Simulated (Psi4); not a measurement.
# CH3FSi (SMILES F[C][SiH3]): levels of theory compared

Aim: a comparison of 3 runs (UPBE0/def2-SVP, UBP86/6-31+G*, ULCCD/def2-SVP) of CH3FSi. The job is set up through a Python script.

Program for the calculation: Psi4 1.11.

4 further runs of the same task are left out: 2 that didn't finish, 2 set aside as unsound or not needed.

**1. The system as given**

The species is CH3FSi (6 atoms), meant as a triplet with charge 0. SMILES: `F[C][SiH3]`. Geometry: relaxed at GFN2-xTB.

Bond lengths: F1–C2 1.318 Å, C2–Si3 1.844 Å, Si3–H4 1.469 Å, Si3–H5 1.456 Å, Si3–H6 1.470 Å. Angles: F1–C2–Si3 128.5°, C2–Si3–H4 110.9°, C2–Si3–H5 103.6°, C2–Si3–H6 110.8°, H4–Si3–H5 111.6°, H4–Si3–H6 108.3°, H5–Si3–H6 111.7°.

**2. Energy and forces at UPBE0/def2-SVP (run 1)**

ch3fsi.xyz

```xyz
6
CH3FSi
F      0.224090    -1.972460     1.187430
C      0.716820    -1.061660     0.372510
Si    -0.092860     0.468300    -0.264490
H     -1.296310     0.138890    -1.040580
H      0.933630     1.077090    -1.098720
H     -0.485360     1.349840     0.843840
```

calc.py

```python
import psi4

psi4.set_memory('1600 MB')
psi4.set_num_threads(1)
psi4.core.set_output_file('run.log', False)

with open('ch3fsi.xyz') as f:
    atoms = ''.join(f.readlines()[2:])
geom = psi4.geometry('0 3\n' + atoms + 'symmetry c1')

psi4.set_options({
    'basis': 'def2-SVP',
    'reference': 'uks',
    'puream': True,
    'e_convergence': 1e-09,
    'd_convergence': 1e-08,
    'scf_type': 'pk',
    'dft_radial_points': 99,
    'dft_spherical_points': 590,
    'maxiter': 200,
})

result = psi4.gradient("PBE0")
print('gradient / Eh bohr^-1')
print(result.np.round(6))
for k, v in sorted(psi4.core.scalar_variables().items()):
    print(f'{k:45s} {v:18.10f}')
```

Command:

```sh
$ python calc.py
```

run.log:

```text
[...]
  Running in c1 symmetry.
[...]
  Nuclear repulsion =   92.501436336060181
[...]
  Multiplicity = 3
[...]
  Nalpha       = 17
  Nbeta        = 15
[...]
    Number of basis functions: 61
[...]
   @UKS iter   1:  -428.58792523510010   -3.97276e-01   3.91511e-03 DIIS/ADIIS
[...]
   @UKS iter  12:  -428.63127990389819   -1.30740e-12   4.00628e-09 DIIS
[...]
   @S^2 Observed:                2.006339050E+00
[...]
    Orbital Energies [Eh]
    ---------------------
    Alpha Occupied:
       1A    -66.252318     2A    -24.821920     3A    -10.330954
       4A     -5.348756     5A     -3.686970     6A     -3.684926
       7A     -3.684750     8A     -1.277608     9A     -0.700637
      10A     -0.591164    11A     -0.521783    12A     -0.518684
      13A     -0.466775    14A     -0.382392    15A     -0.380347
      16A     -0.274073    17A     -0.236793
    Alpha Virtual:
      18A      0.036361    19A      0.047248    20A      0.078487
      21A      0.111306    22A      0.151563    23A      0.227752
      24A      0.312474    25A      0.314289    26A      0.415305
[...]
  @UKS Final Energy:  -428.63127990389819
   => Energetics <=
    Nuclear Repulsion Energy =             92.5014363360601806
    One-Electron Energy =                -776.5165806856919062
    Two-Electron Energy =                 283.8163508616406148
    DFT Exchange-Correlation Energy =     -28.4324864159070181
    Empirical Dispersion Energy =           0.0000000000000000
    VV10 Nonlocal Energy =                  0.0000000000000000
    Total Energy =                       -428.6312799038981893
[...]
 Multipole Moments:
 ------------------------------------------------------------------------------------
     Multipole            Electronic (a.u.)      Nuclear  (a.u.)        Total (a.u.)
 ------------------------------------------------------------------------------------
 L = 1.  Multiply by 2.5417464519 to convert [e a0] to [Debye]
 Dipole X            :          1.1461057           -1.2953166           -0.1492109
 Dipole Y            :         -4.9739232            5.3292994            0.3553761
 Dipole Z            :          2.7338217           -2.8992431           -0.1654214
 Magnitude           :                                                    0.4194286
[...]
  -Total Gradient:
     Atom            X                  Y                   Z
    ------   -----------------  -----------------  -----------------
       1       -0.005530460488    -0.006848277070     0.006993068146
       2        0.004873741165     0.012104179550    -0.010133097500
       3       -0.002067071372     0.007084018022    -0.003689384502
       4        0.007925315762     0.001714246953     0.006171987708
       5       -0.007326687245    -0.007195108566     0.007792166205
       6        0.002132203025    -0.006855333178    -0.007140351984
[...]
```

The script printed:

```text
gradient / Eh bohr^-1
[[-0.00553  -0.006848  0.006993]
 [ 0.004874  0.012104 -0.010133]
 [-0.002067  0.007084 -0.003689]
 [ 0.007925  0.001714  0.006172]
 [-0.007327 -0.007195  0.007792]
 [ 0.002132 -0.006855 -0.00714 ]]
CURRENT ENERGY                                   -428.6312799039
CURRENT REFERENCE ENERGY                         -428.6312799039
DD SOLVATION ENERGY                                 0.0000000000
DFT FUNCTIONAL TOTAL ENERGY                      -428.6312799039
DFT TOTAL ENERGY                                 -428.6312799039
DFT VV10 ENERGY                                     0.0000000000
DFT XC ENERGY                                     -28.4324864159
GRID ELECTRONS ALPHA                               16.9999999919
GRID ELECTRONS BETA                                15.0000000074
GRID ELECTRONS TOTAL                               31.9999999993
NUCLEAR REPULSION ENERGY                           92.5014363361
ONE-ELECTRON ENERGY                              -776.5165806857
PCM POLARIZATION ENERGY                             0.0000000000
PE ENERGY                                           0.0000000000
SCF ITERATION ENERGY                             -428.6312799039
SCF ITERATIONS                                     12.0000000000
SCF TOTAL ENERGY                                 -428.6312799039
TWO-ELECTRON ENERGY                               283.8163508616
XC GRID RADIAL POINTS                              99.0000000000
XC GRID SPHERICAL POINTS                          590.0000000000
XC GRID TOTAL POINTS                           335520.0000000000
```

Wall time 37 s (1 thread of Intel Xeon Platinum 8259CL at 2.50GHz (Skylake/Cascade Lake), shared host); peak memory 0.74 GiB.

**3. Energy and forces at UBP86/6-31+G(d) (spherical functions) (run 2)**

job.py

```python
import psi4

psi4.set_memory('1600 MB')
psi4.set_num_threads(1)
psi4.core.set_output_file('output.dat', False)

molecule = psi4.geometry("""
0 3
F      0.224090    -1.972460     1.187430
C      0.716820    -1.061660     0.372510
Si    -0.092860     0.468300    -0.264490
H     -1.296310     0.138890    -1.040580
H      0.933630     1.077090    -1.098720
H     -0.485360     1.349840     0.843840
symmetry c1
""")

options = {'basis': '6-31+G*', 'reference': 'uks', 'puream': True, 'e_convergence': 1e-09, 'd_convergence': 1e-08, 'scf_type': 'pk', 'dft_radial_points': 99, 'dft_spherical_points': 590, 'maxiter': 200}
psi4.set_options(options)

E, wfn = psi4.gradient("bp86", return_wfn=True)
psi4.oeprop(wfn, "LOWDIN_CHARGES", "DIPOLE", "WIBERG_LOWDIN_INDICES")
print('gradient / Eh bohr^-1')
print(E.np.round(6))
print(f'energy = {wfn.energy():.10f} Eh')
```

Command:

```sh
$ python job.py
```

output.dat, cut to the lines that bear on the results:

```text
[...]
  Running in c1 symmetry.
[...]
  Nuclear repulsion =   92.501436336060181
[...]
  Multiplicity = 3
[...]
  Nalpha       = 17
  Nbeta        = 15
[...]
    Number of basis functions: 64
[...]
   @UKS iter   1:  -428.97399726648410   -2.56741e-01   6.95912e-03 DIIS/ADIIS
[...]
   @UKS iter  12:  -429.10769736820367   -4.20641e-12   6.20057e-09 DIIS
[...]
   @S^2 Observed:                2.004434837E+00
[...]
  @UKS Final Energy:  -429.10769736820367
   => Energetics <=
    Nuclear Repulsion Energy =             92.5014363360601806
    One-Electron Energy =                -776.5435490688425944
    Two-Electron Energy =                 292.7857692066477853
    DFT Exchange-Correlation Energy =     -37.8513538420689954
    Empirical Dispersion Energy =           0.0000000000000000
    VV10 Nonlocal Energy =                  0.0000000000000000
    Total Energy =                       -429.1076973682036737
[...]
  -Total Gradient:
     Atom            X                  Y                   Z
    ------   -----------------  -----------------  -----------------
       1        0.004534235977     0.012078777848    -0.009864924732
       2       -0.007413430194    -0.003684917428     0.005653327788
       3       -0.001167513594     0.005296914953    -0.002924410723
       4        0.009660716228     0.001810214485     0.007252489679
       5       -0.008454306789    -0.007225734365     0.008304250517
       6        0.002852507547    -0.008269351947    -0.008430166895
[...]
 Multipole Moments:
 ------------------------------------------------------------------------------------
     Multipole            Electronic (a.u.)      Nuclear  (a.u.)        Total (a.u.)
 ------------------------------------------------------------------------------------
 L = 1.  Multiply by 2.5417464519 to convert [e a0] to [Debye]
 Dipole X            :          1.1001435           -1.2953166           -0.1951731
 Dipole Y            :         -4.9620363            5.3292994            0.3672631
 Dipole Z            :          2.7466263           -2.8992431           -0.1526168
 Magnitude           :                                                    0.4430199
[...]
```

On the terminal:

```text
gradient / Eh bohr^-1
[[ 0.004534  0.012079 -0.009865]
 [-0.007413 -0.003685  0.005653]
 [-0.001168  0.005297 -0.002924]
 [ 0.009661  0.00181   0.007252]
 [-0.008454 -0.007226  0.008304]
 [ 0.002853 -0.008269 -0.00843 ]]
energy = -429.1076973682 Eh
```

It took 35 s on 1 thread of Intel Xeon Platinum 8259CL at 2.50GHz (Skylake/Cascade Lake), shared host; peak memory 0.81 GiB.

**4. A single-point energy at ULCCD/def2-SVP (fitted SCF) (run 3)**

run.py

```python
import psi4

psi4.set_memory('1600 MB')
psi4.set_num_threads(1)
psi4.set_output_file('ch3fsi.out', False)

molecule = psi4.geometry("""
0 3
F      0.224090    -1.972460     1.187430
C      0.716820    -1.061660     0.372510
Si    -0.092860     0.468300    -0.264490
H     -1.296310     0.138890    -1.040580
H      0.933630     1.077090    -1.098720
H     -0.485360     1.349840     0.843840
""")

options = {'basis': 'def2-SVP', 'reference': 'uhf', 'freeze_core': True, 'cc_type': 'conv', 'r_convergence': 0.0001}
psi4.set_options(options)

E = psi4.energy('lccd', molecule=molecule)
print(f'lccd energy: {E:.10f} Eh')
```

Command:

```sh
$ python run.py
```

ch3fsi.out:

```text
[...]
  Running in c1 symmetry.
[...]
  Nuclear repulsion =   92.501436336060181
[...]
  Multiplicity = 3
[...]
  Nalpha       = 17
  Nbeta        = 15
[...]
    Number of basis functions: 61
[...]
   @UHF iter   1:  -427.60731733918897   -7.48274e-01   4.03559e-03 DIIS/ADIIS
[...]
   @UHF iter  14:  -427.67469229967321   -1.19371e-12   3.49607e-09 DIIS
[...]
   @S^2 Observed:                2.015640674E+00
[...]
    Orbital Energies [Eh]
    ---------------------
    Alpha Occupied:
       1A    -68.774242     2A    -26.322056     3A    -11.332181
       4A     -6.147911     5A     -4.258900     6A     -4.257666
       7A     -4.257335     8A     -1.632942     9A     -0.942548
      10A     -0.775991    11A     -0.740656    12A     -0.725210
      13A     -0.633181    14A     -0.518992    15A     -0.512350
      16A     -0.431170    17A     -0.390352
    Alpha Virtual:
      18A      0.155840    19A      0.175901    20A      0.200169
      21A      0.250385    22A      0.287078    23A      0.351002
      24A      0.448387    25A      0.449967    26A      0.585796
[...]
  @UHF Final Energy:  -427.67469229967321
   => Energetics <=
    Nuclear Repulsion Energy =             92.5014363360601806
    One-Electron Energy =                -776.3239750538530188
    Two-Electron Energy =                 256.1478464181196841
    Total Energy =                       -427.6746922996732110
  UHF NO Occupations:
  HONO-2 :   15  A 1.9945543
  HONO-1 :   16  A 1.0000000
[...]
 Multipole Moments:
 ------------------------------------------------------------------------------------
     Multipole            Electronic (a.u.)      Nuclear  (a.u.)        Total (a.u.)
 ------------------------------------------------------------------------------------
 L = 1.  Multiply by 2.5417464519 to convert [e a0] to [Debye]
 Dipole X            :          1.2343927           -1.2953166           -0.0609239
 Dipole Y            :         -4.8293190            5.3292994            0.4999804
 Dipole Z            :          2.5998245           -2.8992431           -0.2994186
 Magnitude           :                                                    0.5859553
[...]
	SCS-MP2 Total Energy (a.u.)        :  -428.03773859483948
	SOS-MP2 Total Energy (a.u.)        :  -428.03607373063682
	SCSN-MP2 Total Energy (a.u.)       :  -427.83025924077782
[...]
	SOS-PI-MP2 Total Energy (a.u.)     :  -428.06387230224942
[...]
	MP2 Total Energy (a.u.)            :  -428.04106832324487
[...]
```

Standard output:

```text
lccd energy: -428.0817140830 Eh
```

It took 11 s on 1 thread of Intel Xeon Platinum 8259CL at 2.50GHz (Skylake/Cascade Lake), shared host; peak memory 0.31 GiB.

**5. The series**

```tsv
run	level	properties	task	energy (Eh)	dipole moment (D)	HOMO energy (eV)	LUMO energy (eV)	wall time
1	UPBE0/def2-SVP	–	gradient	-428.631280	1.07	-6.44	-2.09	37 s
2	UBP86/6-31+G* (spherical functions)	(lowdin, dipole, wiberg)	gradient	-429.107697	1.13	-5.07	-3.64	35 s
3	ULCCD/def2-SVP (fitted SCF)	–	energy	-428.081714	–	-10.62	2.65	11 s
```

**6. Outcome**

```
                                                         quantity          value
                                              run 3: total energy  -428.08171 Eh
run 3: HOMO energy (Hartree–Fock orbitals) (highest over α and β)      -10.62 eV
 run 3: LUMO energy (Hartree–Fock orbitals) (lowest over α and β)        2.65 eV
               run 3: correlation energy (7 core orbitals frozen)     -407.0 mEh
                         run 3: ⟨S²⟩ of the reference determinant          2.016
```

In words: Totals of different functionals can't be ranked against each other. All runs together took 83 s, the longest 37 s.
